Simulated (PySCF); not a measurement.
Bond curve of P2

Set-up: basis P 6-31G(d,p); no relativity; PySCF 2.14. Energies in eV from P + P in their ground configurations at the same level. State: triplet, unpaired electrons π ↑↑, a mixture of terms (⟨Lz²⟩ = 2.0), a second solution, started from another occupation.

All columns are PBE0.

| R (Å) | E (eV) | HOMO (eV) | LUMO (eV) | Mayer bond order | ⟨S²⟩ |
| --- | --- | --- | --- | --- | --- |
| 1.630 | 2.001 | -4.60 | -6.18 | 1.65 | 2.01 |
| 1.706 | 0.332 | -4.84 | -5.89 | 1.69 | 2.01 |
| 1.781 | -0.797 | -5.07 | -5.62 | 1.72 | 2.01 |
| 1.838 | -1.374 | -5.23 | -5.44 | 1.74 | 2.01 |
| 1.895 | -1.770 | -5.39 | -5.28 | 1.77 | 2.01 |
| 1.952 | -2.022 | -5.54 | -5.12 | 1.79 | 2.01 |
| 2.028 | -2.182 | -5.73 | -4.94 | 1.82 | 2.01 |
| 2.122 | -2.178 | -5.94 | -4.74 | 1.85 | 2.01 |
| 2.236 | -1.971 | -6.17 | -4.53 | 1.88 | 2.01 |
| 2.388 | -1.500 | -6.44 | -4.30 | 1.92 | 2.01 |

At some distances an empty level lies below a filled one, because the occupation is held.
